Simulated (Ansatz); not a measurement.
Born–Oppenheimer molecular dynamics of CH5ClSi (8 atoms, charge 0, multiplicity 1). It starts at the highest image of a converged band. Of that band: Neighbouring images differ by up to 1.6 eV, so the band resolves the path poorly. A vibrational analysis at the climbing image gives one clearly imaginary mode, 1361i cm⁻¹: a first-order saddle point.

All numbers below come from RKS CAM-B3LYP/6-31G* in Ansatz.

```json
{
  "ensemble": "NVE (velocity Verlet)",
  "time step": "0.5 fs",
  "steps asked": "200",
  "starting velocities drawn for": "300 K",
  "seed": "4711"
}
```

First frame:

```xyz
8
Properties=species:S:1:pos:R:3
Si -0.455 -1.165 -0.546
Cl 1.404 -2.056 -0.210
H -0.383 0.195 -1.169
C 0.092 0.864 0.172
H -1.243 -1.267 0.699
H 0.731 0.541 0.995
H -0.810 1.357 0.534
H 0.664 1.532 -0.475
```

Task: How far do the bonds stretch over the last three quarters of this one trajectory? (Pairs bonded in most of those frames.)

Result: 
```tsv
bond	mean (Å)	spread (Å)	shortest	longest
Si1–Cl2	2.113	0.043	2.06	2.19
Si1–H3	1.565	0.130	1.36	1.79
Si1–C4	1.886	0.124	1.69	2.10
Si1–H5	1.527	0.066	1.41	1.67
C4–H6	1.103	0.024	1.05	1.15
C4–H7	1.102	0.016	1.07	1.14
C4–H8	1.104	0.027	1.05	1.16
```

Mean temperature of the second half: 2364 K. The conserved energy stayed within 0.43 meV per atom of its start (net change 0.12 meV per atom), so the integration is sound. The kinetic energy rose, since the run started high on the potential surface and went downhill. A run of 0.1 ps of so small a system gives no equilibrium averages. The orbitals stay closed-shell, which can raise the energy where a bond breaks towards radicals; this wasn't checked here.

Time of the run: 3.3 min on 2 threads of Intel(R) Xeon(R) 6975P-C (Granite Rapids), on a shared host, peak memory 0.15 GiB.
